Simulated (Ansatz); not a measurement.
CH4BS, SMILES `C[B]S` radical, charge 0, multiplicity 2.

**Question.** Give a relaxed structure at PBE0-D4/def2-TZVP (Ansatz 0.2.0). (Best estimate.)

**Answer.** The calculation gave: 
Cartesian coordinates in Å:
```
C 0.732 -0.664 0.218
B -0.054 0.642 -0.050
S -1.752 0.815 -0.476
H 1.580 -0.732 -0.472
H 0.140 -1.582 0.126
H 1.167 -0.635 1.222
H -1.814 2.156 -0.568
```
Point group Cs.
